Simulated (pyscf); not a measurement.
## Hydrogen abstraction: HO–As(OH)–OH (SMILES O[As](O)O) + H• (SMILES [H]) → •O–As(OH)–OH (SMILES [O][As](O)O) + H₂ (SMILES [H][H])

Gas phase, doublet surface, charge 0. Bonds broken: O1–H5. Bonds formed: H5–H8. Optimised with ωB97X-D3(BJ)/def2-SVP in PySCF.

Transition state (Å):

```xyz
8

O      1.0850     0.4458     0.0567
As    -0.5673     0.6817    -0.5097
O     -1.4442     0.5691     1.0444
O     -1.0892    -0.9233    -1.0140
H      1.1775    -0.5696     0.8741
H     -1.1364     1.2310     1.6778
H     -1.3329    -1.4439    -0.2326
H      1.0602    -1.2174     1.4416
```

One imaginary mode, 1101i cm⁻¹; descent along it reached the two sides named.

```json
[
 {"bond": "O1–H5", "change": "breaks", "reactant side (Å)": "0.969", "saddle": "1.307", "product side": "2.528"},
 {"bond": "H5–H8", "change": "forms", "reactant side (Å)": "2.9", "saddle": "0.869", "product side": "0.761"}
]
```

Electronic energies relative to the separated reactants (eV):

| level | barrier | reaction energy | reverse barrier |
|---|---|---|---|
| ωB97X-D3(BJ)/def2-TZVP | 0.64 | +0.24 | 0.40 |
| PBE/def2-TZVP | 0.28 | -0.01 | 0.28 |
| r²SCAN/def2-TZVP | 0.29 | -0.03 | 0.31 |
| B3LYP-D3(BJ)/def2-TZVP | 0.33 | +0.04 | 0.29 |
| PBE0-D3(BJ)/def2-TZVP | 0.53 | +0.23 | 0.29 |
| M06-2X/def2-TZVP | 0.73 | +0.27 | 0.47 |
| ωB97M-D3(BJ)/def2-TZVP | 0.66 | +0.29 | 0.37 |
| HF/def2-TZVP | 1.12 | +0.52 | 0.60 |

With ωB97M-D3(BJ)/def2-TZVP energies and thermal terms (ideal gas, 1 atm, RRHO with modes under 100 cm⁻¹ raised to 100, one conformer, R ln 2 for chiral ones without a mode under 150 cm⁻¹), in eV:

| T (K) | ΔH‡ | ΔG‡ | ΔH | ΔG |
|---|---|---|---|---|
| 298 | 0.56 | 0.86 | +0.26 | +0.20 |
| 600 | 0.55 | 1.17 | +0.25 | +0.14 |
| 900 | 0.54 | 1.48 | +0.23 | +0.09 |
| 1200 | 0.53 | 1.80 | +0.20 | +0.05 |

This is the saddle that the search found; another between the same sides may lie lower. The angle at the transferred H is 168°. Elements up to Kr have no core potential and no relativistic terms here.
